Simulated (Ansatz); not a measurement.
`CBP` + `[OH][AlH2]` → `[AlH2][O]P` + `BC`  (cleavage of the P–B bond)

Gas-phase electronic energies from Ansatz, PBE0-D4/def2-TZVP geometries. CBS: MP2 limit from def2 TZ/QZ plus the TZ coupled-cluster correction, frozen cores. This one scheme is used for every species. DFT in def2-TZVPP. One conformer a species, not always the lowest.

| level | ΔE (kcal/mol) | difference from CCSD(T)/CBS |
| --- | --- | --- |
| B97M-V | 11.7 | 1.2 |
| r2SCANh-D4 | 11.9 | 1.4 |
| CAM-B3LYP-D4 | 7.8 | -2.7 |
| LC-ωPBE | 10.6 | 0.1 |
| HF/def2-SVP | 5.3 | -5.2 |
| MP2/def2-SVP | 13.0 | 2.5 |
| MP2/def2-TZVPP | 10.9 | 0.4 |
| CCSD(T)/def2-TZVPP | 10.5 | 0.0 |
| HF/CBS(def2) | 1.9 | -8.6 |
| MP2/CBS(def2) | 10.8 | 0.3 |
| CCSD(T)/CBS | 10.5 | 0 |

Largest T1 diagnostic among the species: 0.015.

In def2-TZVPP, CCSD(T) changes the Hartree–Fock value by +7.9 kcal/mol (the triples alone add +1.2 kcal/mol) and MP2 by +8.3 kcal/mol. From r2SCAN to r2SCAN0 (25 % exact exchange), in def2-TZVPP and without D4, ΔE moves by −0.9 kcal/mol. At CCSD(T), def2-SVP lies +2.0 kcal/mol from the extrapolated value and def2-TZVPP +0.0 kcal/mol.
